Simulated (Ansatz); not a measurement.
in.yaml

```yaml
crystal:
  periodic: [false, false, false]
  atoms:
    - {symbol: Hf, position_ang: [0.000000, 0.000000, 0.539400]}
    - {symbol: H, position_ang: [0.000000, 0.000000, -2.990600]}
    - {symbol: H, position_ang: [0.000000, 0.000000, 2.451200]}
basis:
  gaussian: {orbitals: def2-SVP}
correlation: {method: fci, electrons: outside_noble_gas}
```

```sh
$ ansatz run in.yaml --threads 1 --pin off --events-out ev --progress --plain --max-ram 2393MiB
```

Log:

```
750 factors; integrals over basis functions are off by at most 2.3e-7 eV
mean field evaluation 1: about -1312.5777 eV, gradient 2.1e1 eV
mean field evaluation 2: about -1312.5807 eV, gradient 2.1e1 eV
mean field evaluation 4: about -1316.3070 eV, gradient 2.9e0 eV
mean field evaluation 8: about -1316.4718 eV, gradient 1.7e-3 eV
mean field evaluation 16: about -1315.1730 eV, gradient 5.6e-2 eV
mean field -1316.47178966 eV, -48.3794459335 hartree, gradient 6.6e-6 eV, S^2 0.000000; 2 other end points of the search recorded, 0 dependent functions left out; unrestricted orbitals would lower it
mean field evaluation 32: about -1317.4818 eV, gradient 1.6e0 eV
unrestricted determinant -1317.57307415 eV, -48.4199173919 hartree, S^2 1.4694
4 core orbitals not correlated: weight in the atoms' cores, before any rotation towards them, 0.999 or more for the frozen orbitals, at most 0.000 for the correlated occupied ones
reference -1316.47178966 eV, -48.3794459335 hartree; 3, 3 occupied and 35, 35 virtual orbitals, 750 factors
state -1319.78035268 eV, -48.5010333819 hartree
Total energy: -1319.78035268 eV, -48.5010333819 hartree
```

Natural occupations: 1.9486 1.7984 1.5744 0.2047 0.1728 0.1728 0.0249 0.0222 0.0222 0.0123 0.0123 0.0089 0.0051 0.0032 0.0031 0.0031 0.0013 0.0012 0.0010 0.0010 0.0009 0.0009 0.0007 0.0006.

Ran on 1 thread of AMD EPYC 9R45, shared host: 4 min wall, 1.8 GiB peak host memory.
